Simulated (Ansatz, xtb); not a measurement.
Relaxing a trial structure of H5PSSi

The starting geometry of this gas-phase singlet has its atoms placed at random.

| atom | x (Å) | y (Å) | z (Å) |
| --- | --- | --- | --- |
| P | -0.0268 | 0.1161 | 0.0454 |
| S | 0.8542 | -1.7245 | -0.7652 |
| Si | -2.1810 | -0.5838 | 0.2737 |
| H | 0.2533 | 1.4527 | 0.7628 |
| H | -0.0786 | 1.5469 | -0.9591 |
| H | -0.7295 | -1.0659 | 1.0631 |
| H | -1.5489 | -0.7334 | -1.5300 |
| H | -0.7492 | 1.2530 | 1.4193 |

Task: Guess where an optimisation with r2SCAN-D4/def2-SVP ends from this start.

Result: It loosens into H3PSSi + H2, which stay close as a complex. Distances that change by over a tenth: P1–S2 (2.20 → 1.94 Å), Si3–H6 (1.72 → 1.50 Å). Contacts that open: P1–H4 (1.54 → 4.31 Å), P1–H6 (1.71 → 2.93 Å). Contacts that close: P1–H5 (1.75 → 1.43 Å), Si3–H7 (1.92 → 1.49 Å), H4–H8 (1.21 → 0.76 Å).

The energy falls by 6.45 eV over 62 steps:

```csv
step,E − E(last) (eV)
1,6.448
8,1.020
15,0.032
21,0.007
28,0.006
35,0.005
42,0.003
48,0.001
55,0.000
62,0.000
```

Final geometry (Å):

```json
{"atom": "P", "x (Å)": "0.3532", "y (Å)": "-0.5703", "z (Å)": "-0.8703"}
{"atom": "S", "x (Å)": "1.1141", "y (Å)": "-0.6271", "z (Å)": "-2.6517"}
{"atom": "Si", "x (Å)": "-1.6840", "y (Å)": "-0.6972", "z (Å)": "-0.1885"}
{"atom": "H", "x (Å)": "-0.3423", "y (Å)": "2.4677", "z (Å)": "2.1038"}
{"atom": "H", "x (Å)": "1.0524", "y (Å)": "0.2382", "z (Å)": "0.0797"}
{"atom": "H", "x (Å)": "-1.5925", "y (Å)": "-0.9809", "z (Å)": "1.2795"}
{"atom": "H", "x (Å)": "-2.4076", "y (Å)": "-1.7713", "z (Å)": "-0.9320"}
{"atom": "H", "x (Å)": "-0.6998", "y (Å)": "2.2020", "z (Å)": "1.4896"}
```

From the same start GFN2-xTB ends elsewhere, at `[SiH3][PH2+][S-]`.

From so rough a start the end depends on the optimiser's path, so another program may land elsewhere. The end wasn't checked by frequencies. Run with Ansatz 0.2.0, 91 s on 1 thread of Intel(R) Xeon(R) 6975P-C (Granite Rapids), on a shared host.
